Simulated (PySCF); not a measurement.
## Ionisation of ethyl fluoride

System: ethyl fluoride, `CCF` (C2H5F). Coordinates in Å; atoms count from 1 in this order:
```
C     0.7652    0.0648    0.0522
C    -0.7290   -0.1120   -0.0299
F    -1.2946    0.9250   -0.7320
H     1.2193   -0.7582    0.6244
H     1.2129    0.0762   -0.9524
H     1.0160    1.0123    0.5515
H    -1.1823   -0.1338    0.9767
H    -0.9903   -1.0564   -0.5389
```

Computed at ωB97X-D3(BJ)/ma-def2-TZVP // PBE0-D3(BJ)/def2-SVP with PySCF (density fitting, grid level 2). Thermal corrections: PBE0-D3(BJ)/def2-SVP frequencies, unscaled, ideal gas at 298.15 K and 1 bar, quasi-RRHO entropy.

Frontier levels of the parent: HOMO -11.94 eV, LUMO 1.30 eV.

Oxidation to the radical cation:
| Quantity | Value |
| --- | --- |
| Vertical ionisation energy (electronic) | 12.28 eV |
| Adiabatic ionisation energy (with zero-point energy) | 11.53 eV |
| Adiabatic, electronic part | 11.75 eV |
| Vertical gap at the product's structure | 10.71 eV |
| Inner reorganisation energy (four-point) | 1576 meV |
| Relaxation of product / of parent | 531 / 1044 meV |
| ⟨S²⟩ of the product | 0.754 |
| Largest spin populations | C2 0.27, H (on C2) 0.19, F3 0.19, H (on C2) 0.19 |
| Largest changes of atomic charge | F3 0.24, H (on C2) 0.19, H (on C2) 0.19, C2 0.13 |
| Distances that move most (Å) | C2–F3 1.374 → 1.296; C2–H 1.104 → 1.172; C2–H 1.104 → 1.169; C1–C2 1.507 → 1.449 |
| Potential in acetonitrile | 8.58 V absolute, 4.04 V against Fc+/Fc computed at 4.54 V (solvation -11 → -293 kJ/mol) |

Solvents are IEF-PCM continua (electrostatics only, gas-phase structures); absolute potentials refer to an electron at rest in vacuum. Fc+/Fc in acetonitrile, 4.54 V, is ωB97X-D3(BJ)/ma-def2-TZVP on PBE0-D3(BJ)/def2-SVP structures with GFN2-xTB thermal terms. Benchmark calculations put it near 5.0 V in acetonitrile and DMSO, so it is about 0.5 V low, and the value against it can read up to that much too high.

Measured values (NIST Chemistry WebBook, evaluated or the median of agreeing entries): vertical ionisation energy 12.43 eV (computed 12.28, difference -0.15).

Run with `OMP_NUM_THREADS=1 python redox_run.py task.json out` on 1 thread of Arm Neoverse V1, a shared host. Structures, frequencies and single points: 2.7 min of wall time.
